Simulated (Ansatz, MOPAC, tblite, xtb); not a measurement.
## Si3H8 (trisilane): the zero-point energy at each level's own minimum, rung by rung

Si3H8, singlet, SMILES `[SiH3][SiH2][SiH3]`. Each level relaxes the structure for itself.

Each level gives the zero-point energy at each level's own minimum (kJ/mol). The values are calculated.

```json
{"level": "PM6-D3", "kind": "semi-empirical", "program": "MOPAC", "value (kJ/mol)": "160.2"}
{"level": "PM6-DH2", "kind": "semi-empirical", "program": "MOPAC", "value (kJ/mol)": "159.9"}
{"level": "GFN2-xTB", "kind": "semi-empirical", "program": "xtb", "value (kJ/mol)": "165.7"}
{"level": "GFN1-xTB", "kind": "semi-empirical", "program": "tblite", "value (kJ/mol)": "162.5"}
{"level": "HF/STO-3G", "kind": "Hartree–Fock", "program": "Ansatz", "value (kJ/mol)": "229.4"}
{"level": "HF/3-21G", "kind": "Hartree–Fock", "program": "Ansatz", "value (kJ/mol)": "180.9"}
{"level": "HF/6-31G* (Cartesian functions)", "kind": "Hartree–Fock", "program": "Ansatz", "value (kJ/mol)": "187.8"}
{"level": "B3LYP/6-31G* (Cartesian functions)", "kind": "global hybrid", "program": "Ansatz", "value (kJ/mol)": "175.5"}
{"level": "MP2/6-31G* (Cartesian functions)", "kind": "perturbation theory", "program": "Ansatz", "value (kJ/mol)": "180.8"}
```

Harmonic and unscaled. The values span 159.9 to 229.4 kJ/mol. Without the sets that lack polarisation functions the rows with a basis span only 175.5 to 187.8 kJ/mol.
